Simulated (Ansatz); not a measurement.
**SbAs2: from a trial structure to a relaxed crystal**

These are results of DFT PBE, scalar-relativistic, plane waves, PAW (Ansatz), not measurements. Cutoff 420 eV, Γ-centred k mesh, Gaussian smearing, no spin polarisation in the final step.

This is the end of a relaxation of cell and atoms.

```yaml
crystal:
  lattice:
    - [0.00000, 3.39303, 3.39303]
    - [3.39303, 0.00000, 3.39303]
    - [3.39303, 3.39303, 0.00000]
  atoms:
    - { symbol: Sb, position: [0.00000, 0.00000, 0.00000] }
    - { symbol: As, position: [0.25000, 0.25000, 0.25000] }
    - { symbol: As, position: [0.75000, 0.75000, 0.75000] }
```

The zero of energy is the elements' standard structures at the same level; no fitted shifts are applied.

Question: What space group does it have?

Answer: Fm-3m (No. 225). Conventional cell: a = 6.786 Å. Around Sb lie 8 As at 2.94 Å; As has 4 Sb at 2.94 Å and 6 As at 3.39 Å.

Question: What is its formation energy per atom?

Answer: 0.49 eV/atom.

Question: Is it a metal?

Answer: Yes, bands cross the Fermi level on the 12×12×12 mesh.

The final run used a 12×12×12 mesh on its 3-atom cell and 0.10 eV smearing. For metals, differences of a few meV/atom aren't resolved. Spin–orbit coupling is left out. The cell came from a trial start, so SbAs2 may not exist in this structure.